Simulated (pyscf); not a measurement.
H₂N–SiH₂–Cl + H atom (H•) → •HN–SiH₂–Cl + hydrogen (H₂) (hydrogen abstraction; doublet surface; H–N broken, H–H formed). Optimised with ωB97X-D3(BJ)/def2-SVP in PySCF. Energies in kJ/mol from the separated reactants.

```
level                   barrier  reaction energy
----------------------  -------  ---------------
ωB97X-D3(BJ)/def2-TZVP      ___            +41.7
r²SCAN/def2-TZVP           45.7            +27.1
B3LYP-D3(BJ)/def2-TZVP     48.3            +25.9
PBE0-D3(BJ)/def2-TZVP       ___              ___
M06-2X/def2-TZVP           82.3            +45.9
HF/def2-TZVP              115.6            +22.2
```

Complete the blanks.


- ωB97X-D3(BJ)/def2-TZVP, barrier: 72.9
- PBE0-D3(BJ)/def2-TZVP, barrier: 64.4
- PBE0-D3(BJ)/def2-TZVP, reaction energy: +46.4

The functionals in the table span 36.6 kJ/mol in this barrier, from r²SCAN to M06-2X. The same reactants have a lower exit, to H₂N–SiH•–Cl + H₂ (barrier +21.8 kJ/mol at ωB97M-D3(BJ)/def2-TZVP, against +73.9 kJ/mol here). •HN–SiH₂–Cl lies 84.2 kJ/mol over its isomer H₂N–SiH•–Cl (electronic energy, ωB97M-D3(BJ)/def2-TZVP). This is the saddle that the search found; another between the same sides may lie lower. The angle at the transferred H is 158°.
